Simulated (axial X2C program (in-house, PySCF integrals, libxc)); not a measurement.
## Outer orbitals of PO⁻ at 1.546 Å, HF

All values were computed with an in-house relativistic program for diatomic molecules. Spin-free means the one-electron spin-free X2C Hamiltonian; two-component (2c) means X2C with spin–orbit coupling and atomic mean-field two-electron Coulomb and Gaunt terms, so the difference of the two also holds small scalar two-electron terms. Basis: P dyall-av3z [9s8p3d2f], O dyall-av3z [7s6p3d2f] (cores contracted in-house); Gaussian nuclei, density fitting, unrestricted open shells. Masses: P 30.974 u, O 15.995 u.

The distance is close to the 2c PBE0 minimum; the highest filled and lowest empty levels are listed.

Spin-free orbitals, state M_S = 1, Λ = 0 (beyond evenly filled blocks: π+α, π-α) (Löwdin shares):

```
symmetry  occupied  ε (eV)           atomic character
      σα       yes  -29.47   67% O s, 10% P p, 9% P s
      σβ       yes  -27.56  64% O s, 12% P p, 10% P s
      σα       yes  -14.22   46% P s, 35% O p, 8% O s
      σβ       yes  -11.37   52% O p, 31% P s, 9% O s
     π-α       yes   -8.76   76% O p, 17% P p, 4% P d
     π+α       yes   -8.76   76% O p, 17% P p, 4% P d
      σα       yes   -7.84  49% O p, 26% P p, 16% P s
      σβ       yes   -5.95  34% P p, 30% O p, 29% P s
     π-β       yes   -5.60   71% O p, 18% P p, 6% P d
     π+β       yes   -5.60   71% O p, 18% P p, 6% P d
     π-α       yes   -2.01  64% P p, 14% O p, 12% P d
     π+α       yes   -2.01  64% P p, 14% O p, 12% P d
      σα        no    4.81           75% P p, 23% P s
     π-β        no    4.85                    96% P p
     π+β        no    4.85                    96% P p
      σβ        no    4.90            95% P p, 3% P s
```

Spinors with spin–orbit coupling (state Ω = 1):

```
   ω  occupied  ε (eV)           atomic character  λ mixture
 1/2       yes  -29.47   67% O s, 10% P p, 9% P s     100% σ
-1/2       yes  -27.56  64% O s, 12% P p, 10% P s     100% σ
 1/2       yes  -14.22   46% P s, 35% O p, 8% O s     100% σ
-1/2       yes  -11.38   52% O p, 31% P s, 9% O s     100% σ
-1/2       yes   -8.78   76% O p, 17% P p, 4% P d     100% π
 3/2       yes   -8.75   76% O p, 17% P p, 4% P d     100% π
 1/2       yes   -7.84  49% O p, 26% P p, 16% P s     100% σ
-1/2       yes   -5.95  34% P p, 30% O p, 29% P s     100% σ
 1/2       yes   -5.61   71% O p, 18% P p, 6% P d     100% π
-3/2       yes   -5.59   71% O p, 18% P p, 6% P d     100% π
-1/2       yes   -2.03  64% P p, 14% O p, 12% P d     100% π
 3/2       yes   -1.99  64% P p, 14% O p, 12% P d     100% π
 1/2        no    4.82           84% P p, 15% P s     100% σ
 1/2        no    4.85                    96% P p     100% π
-3/2        no    4.85                    96% P p     100% π
-1/2        no    4.90            95% P p, 3% P s     100% σ
```

Mulliken charges and populations of the two-component result (they depend on the basis, above all on diffuse functions):

P -0.24 e (s 5.77 p 9.16 d 0.27 f 0.04), O -0.76 e (s 3.89 p 4.82 d 0.04). ⟨Lz⟩ = 0.00 ħ and ⟨Sz⟩ = 1.00 ħ (0.85 and 0.15 on the two atoms), which add up to Ω.

The state is one determinant whose occupation by symmetry is held fixed; it was picked as the lowest of a PBE0 search that is not exhaustive. Other states lie close and PBE0, whose exact exchange favours high spin, may order them wrongly; the determinant shown need not be the ground state. The nearest other spin-free determinant of the search, M_S = 0, Λ = 2, lies 0.71 eV up at the distance of the search. With several unpaired electrons one determinant need not be a pure state. Open-shell Ω = 0 determinants with evenly filled partner blocks cannot be reached by this program, so the Ω shown need not be the lowest component. This is the Ω = 1 component of a π² triplet; the 0⁺ component is not one determinant and can lie lowest.
